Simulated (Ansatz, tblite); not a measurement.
**The cluster Te2Pb+: a ladder of methods and basis sets**

The task here is to estimate one member of a computed series from the others.

Program: Ansatz 0.2.0, Gaussian basis. Level of theory: as each input shows. These are calculated values, not measurements.

Levels to be run: GFN1-xTB, GFN2-xTB, PBE-D4/def2-TZVP, r2SCAN-D4/def2-TZVP, ωB97M-V/def2-TZVP, PBE-QIDH/def2-TZVP, r2SCAN0-D4/def2-TZVP, revPBE-D4/def2-TZVP, LC-ωPBE/def2-TZVP, PBE-D4/def2-SVP, PBE0-D4/def2-SVP, CCSD(T)/def2-SVP, MP2/def2-TZVP, RPA/def2-TZVP.

1 further run of the same task is left out (set aside as unsound or not needed). Runs told in other sessions of the task aren't counted.

### The structure

The doublet was relaxed beforehand with PBE0-D4/def2-SVP. At that level it is the lowest of the isomers that a small search found.

3 atoms, charge 1, spin multiplicity 2.

Bond lengths: Pb1–Te2 2.921 Å, Pb1–Te3 2.921 Å, Te2–Te3 2.689 Å. Angles: Te2–Pb1–Te3 54.8°, Pb1–Te2–Te3 62.6°, Pb1–Te3–Te2 62.6°.

Pb, Te take a core potential in the def2 sets. No spin-orbit coupling is included. The ion is computed in the gas phase, without counter-ions or solvent.

PBE0-D4/def2-TZVP was run before; its log isn't repeated, and its numbers join the tables.

The first run:

Tight binding, by tblite at 300 K electronic temperature and without a spin-polarisation term:

```python
tblite.interface.Calculator('GFN1-xTB', numbers, positions, charge=1, uhf=1).singlepoint()
```

Tight binding, by tblite at 300 K electronic temperature and without a spin-polarisation term:

```python
tblite.interface.Calculator('GFN2-xTB', numbers, positions, charge=1, uhf=1).singlepoint()
```

start.molden holds the orbitals of an earlier run on this state, given as this run's starting guess.

Input file in.yaml:

```yaml
crystal:
  periodic: [false, false, false]
  atoms:
    - {symbol: Pb, position_ang: [-0.350680, -1.691950, 0.046644]}
    - {symbol: Te, position_ang: [1.249521, 0.602065, -0.793897]}
    - {symbol: Te, position_ang: [-0.898841, 1.089875, 0.747263]}
basis:
  gaussian: {orbitals: def2-TZVP, initial_orbitals: start.molden}
total_charge: 1
magnetization: {spin_polarized: true, initial_magnetization: 1}
hamiltonian: {xc: pbe, dispersion: d4}
scf: {omitted_lower_state_checks: [starts]}
output: {orbitals: {seedname: orbitals}}
```

Run with:

```
$ ansatz run in.yaml --threads 4 --pin off --events-out ev --progress --plain --max-ram 3916MiB
```

Among the steps run: PBE-D4/def2-TZVP; r2SCAN-D4/def2-TZVP; ωB97M-V/def2-TZVP; PBE-QIDH/def2-TZVP; r2SCAN0-D4/def2-TZVP; revPBE-D4/def2-TZVP; LC-ωPBE/def2-TZVP; PBE-D4/def2-SVP; PBE0-D4/def2-SVP; CCSD(T)/def2-SVP; MP2/def2-TZVP; RPA/def2-TZVP.

One table of the session follows, with a row left open; its other results are not shown here.

```
               level  HOMO (eV)  LUMO (eV)  gap (eV)
     PBE-D4/def2-SVP     -10.09      -9.33      0.76
    PBE-D4/def2-TZVP     -10.05      -9.25      0.80
 revPBE-D4/def2-TZVP          ?          ?         ?
 r2SCAN-D4/def2-TZVP     -10.39      -9.12      1.27
    PBE0-D4/def2-SVP     -11.14      -8.62      2.52
   PBE0-D4/def2-TZVP     -11.09      -8.53      2.56
r2SCAN0-D4/def2-TZVP     -11.35      -8.42      2.93
   LC-ωPBE/def2-TZVP     -13.54      -6.55      6.99
   ωB97M-V/def2-TZVP     -12.99      -6.75      6.25
```

Estimate the missing values for revPBE-D4/def2-TZVP.

The run gave: HOMO (eV): -10.01; LUMO (eV): -9.15; gap (eV): 0.85. In the column «HOMO (eV)» it is the highest.
